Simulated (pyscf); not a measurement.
Elementary routes open to HB=O (SMILES B=O) + NH₃ (SMILES N) in the gas phase (singlet surface):
A. H₂N–BH–OH (SMILES NBO) (H–N broken; B–N, H–O formed)
B. H₂N–B=O (SMILES NB=O) + H₂ (SMILES [H][H]) (B–H, H–N broken; B–N, H–H formed)

Single points on ωB97X-D3(BJ)/def2-SVP structures (PySCF, gas phase).

**Question.** Rank the routes by free-energy barrier at 1200 K, lowest first, for ωB97M-D3(BJ)/def2-TZVP energies (ideal gas, 1 atm, RRHO with modes under 100 cm⁻¹ raised to 100, one conformer, R ln 2 for chiral ones without a mode under 150 cm⁻¹).

**Answer.** A (49.4 kcal/mol), B (72.4 kcal/mol)

Route A is the fastest of these, ahead of the next by 23.0 kcal/mol. The most stable products are those of B (ΔG = -14.4 kcal/mol), whose barrier is 23.0 kcal/mol higher: the kinetic and the thermodynamic product differ. At 298 K A is still the fastest. A: On the reactant side the descent ends in an adduct with a B–N contact, 8.2 kcal/mol under the separated species and 17.8 kcal/mol under the saddle at ωB97X-D3(BJ)/def2-TZVP. On the product side the descent ends in a point that may be a rotor saddle (no frequency run), 1.8 kcal/mol over the lowest minimum found and 48.4 kcal/mol under the saddle at ωB97X-D3(BJ)/def2-TZVP. B: On the reactant side the descent ends in an adduct with a B–N contact (not fully relaxed), 8.2 kcal/mol under the separated species and 48.4 kcal/mol under the saddle at ωB97X-D3(BJ)/def2-TZVP. Only these routes are compared; each barrier is that of the saddle found, and lower ones may exist.
